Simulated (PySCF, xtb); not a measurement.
C2H7N, SMILES CNC.

Harmonic wavenumbers (cm⁻¹) from GFN2-xTB (xtb) at its own minimum, in rising order: 223, 259, 395, 823, 972, 1015, 1068, 1173, 1177, 1234, 1396, 1421, 1422, 1486, 1492, 1498, 1503, 2842, 2851, 2999, 3003, 3023, 3024, 3351.

Q: What does PySCF with PBE-D3(BJ)/def2-TZVP give at its own minimum? (An estimate is asked for; the answer gives what the named calculation found.)

A: 236, 259, 373, 752, 931, 999, 1065, 1143, 1146, 1226, 1387, 1413, 1420, 1433, 1439, 1465, 1465, 2850, 2854, 2981, 2983, 3037, 3037, 3430. Paired by order, the mean absolute difference is 24 cm⁻¹ and the zero-point energies are 56.7 and 56.2 kcal/mol.
